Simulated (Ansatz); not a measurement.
## Ansatz (development build ahead of 0.2.0) run

```yaml
crystal:
  periodic: [false, false, false]
  atoms:
    - { symbol: C, position_ang: [0.0, 0.0, 0.0] }
    - { symbol: H, position_ang: [0.0, 0.0, 1.5] }
basis:
  gaussian: { orbitals: pcseg-2 }
magnetization:
  initial_magnetization: 1
hamiltonian:
  xc: pbe
```

The input is written out in the form of the current development build from the run's settings.

The run gave:

```json
{
  "Converged": "yes",
  "Total energy": "-38.39582 hartree",
  "Spin squared of the determinant": "0.750",
  "Stability test": "minimum among restricted orbitals"
}
```

Caution: stretched shape with no unrestricted run beside it, a lower state can exist.
